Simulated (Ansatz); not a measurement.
# H4NPSi: the cost of one run

The runs use Ansatz 0.2.0, Gaussian basis; the settings change from run to run.

### Step 1. The relaxed structure

An earlier PBE0-D4 in a triple-zeta def2 set relaxation fixed the geometry.

SMILES `N1[SiH2]P1`, 7 atoms, charge 0, spin multiplicity 1.

Atoms are counted from 1 here; the program's logs count them from 0.

Bond lengths: N1–Si2 1.710 Å, N1–P3 1.775 Å, N1–H4 1.007 Å, Si2–P3 2.191 Å, Si2–H5 1.483 Å, Si2–H6 1.479 Å, P3–H7 1.441 Å. Angles: Si2–N1–P3 77.9°, Si2–N1–H4 134.2°, P3–N1–H4 124.0°, N1–Si2–P3 52.4°, N1–Si2–H5 119.3°, N1–Si2–H6 116.6°, P3–Si2–H5 119.1°, P3–Si2–H6 123.9°, H5–Si2–H6 112.5°, N1–P3–Si2 49.7°, N1–P3–H7 101.2°, Si2–P3–H7 91.3°.

As a file:

```
N    -0.7930   -0.7131    0.0915
Si   -0.0483    0.8217    0.2154
P     0.8378   -1.1348    0.6498
H    -1.2802   -1.1989   -0.6433
H     0.3528    1.5363   -1.0200
H    -0.5795    1.7339    1.2512
H     1.5717   -1.1132   -0.5902
```

### Step 2. revPBE0/aug-cc-pVTZ

Set apart from the defaults: D3(BJ) with three-body dispersion, the search for lower states set to light.

File in.yaml:

```yaml
crystal:
  periodic: [false, false, false]
  atoms:
    - {symbol: N, position_ang: [-0.793014, -0.713144, 0.091478]}
    - {symbol: Si, position_ang: [-0.048347, 0.821659, 0.215425]}
    - {symbol: P, position_ang: [0.837843, -1.134753, 0.649835]}
    - {symbol: H, position_ang: [-1.280249, -1.198874, -0.643264]}
    - {symbol: H, position_ang: [0.352774, 1.536324, -1.019982]}
    - {symbol: H, position_ang: [-0.579495, 1.733940, 1.251205]}
    - {symbol: H, position_ang: [1.571688, -1.113153, -0.590198]}
basis:
  gaussian: {orbitals: aug-cc-pVTZ}
hamiltonian: {xc: {name: revPBE0}, dispersion: d3bjatm}
scf: {lower_state_search: light}
```

Launch:

```bash
$ ansatz run in.yaml --threads 2 --pin off --events-out ev --progress --plain --max-ram 4352MiB
```

Q: Estimate wall time and peak memory on 2 threads of Arm Neoverse V1, shared host.

About 4.3 s, with a peak of 0.42 GiB.
